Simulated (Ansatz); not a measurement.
## SiNH4 (SMILES N[SiH2]): methods side by side

SiNH4 has 6 atoms, charge 0, and is taken as a doublet. As SMILES, `N[SiH2]`. The shape is that of a PBE0-D4/def2-TZVP optimisation. This is one conformer, not always the lowest.

```xyz
6

N    -0.0623   -0.8635    0.0209
Si    0.3074    0.8153    0.1616
H     0.5650   -1.4759   -0.4764
H    -0.5036   -1.3465    0.7876
H     0.6574    1.3078   -1.2041
H    -0.9216    1.4989    0.6643
```

Quantity: the vertical electron affinity (to the singlet anion), in eV. The values are calculated.

The electron affinity is E(neutral) − E(anion): positive where the electron is bound.

```json
{"level": "UHF/STO-3G", "kind": "Hartree–Fock", "program": "Ansatz", "value (eV)": "-6.04", "less FCI/STO-3G": "+0.22", "CPU time (all runs)": "0.17 s"}
{"level": "UBLYP/STO-3G", "kind": "GGA", "program": "Ansatz", "value (eV)": "-5.54", "less FCI/STO-3G": "+0.72", "CPU time (all runs)": "2.4 s"}
{"level": "U-r2SCAN/STO-3G", "kind": "meta-GGA", "program": "Ansatz", "value (eV)": "-5.47", "less FCI/STO-3G": "+0.79", "CPU time (all runs)": "6.2 s"}
{"level": "UB3LYP/STO-3G", "kind": "global hybrid", "program": "Ansatz", "value (eV)": "-5.24", "less FCI/STO-3G": "+1.02", "CPU time (all runs)": "2.6 s"}
{"level": "U-wB97M-V/STO-3G", "kind": "range-separated hybrid", "program": "Ansatz", "value (eV)": "-5.22", "less FCI/STO-3G": "+1.04", "CPU time (all runs)": "34 s"}
{"level": "U-wB97X/STO-3G", "kind": "range-separated hybrid", "program": "Ansatz", "value (eV)": "-5.22", "less FCI/STO-3G": "+1.04", "CPU time (all runs)": "12 s"}
{"level": "UB2PLYP/STO-3G", "kind": "double hybrid", "program": "Ansatz", "value (eV)": "-5.57", "less FCI/STO-3G": "+0.69", "CPU time (all runs)": "2.7 s"}
{"level": "UMP2/STO-3G", "kind": "perturbation theory", "program": "Ansatz", "value (eV)": "-6.19", "less FCI/STO-3G": "+0.07", "CPU time (all runs)": "0.19 s"}
{"level": "UCCSD/STO-3G", "kind": "coupled cluster or CI", "program": "Ansatz", "value (eV)": "-6.23", "less FCI/STO-3G": "+0.03", "CPU time (all runs)": "0.29 s"}
{"level": "FCI/STO-3G", "kind": "exact in the basis", "program": "Ansatz", "value (eV)": "-6.26", "less FCI/STO-3G": "0.00", "CPU time (all runs)": "7 s"}
```

FCI/STO-3G is exact within its basis and frozen core, so for wave-function methods in that basis the difference is their error; functionals converge differently with the basis, so for them it is only a difference. The values span -6.26 to -5.22 eV. All rows use very small basis sets, so none should be taken for the real molecule's value. Negative values mean that the anion is unbound at that level; they are set by how diffuse the basis is and aren't properties of the molecule, whose anion may well be bound. In so small a basis fixed costs decide the times, and correlated methods can beat functionals. Times are those of the runs behind each value, whatever else they computed, on shared processors of several kinds: orders of magnitude only.
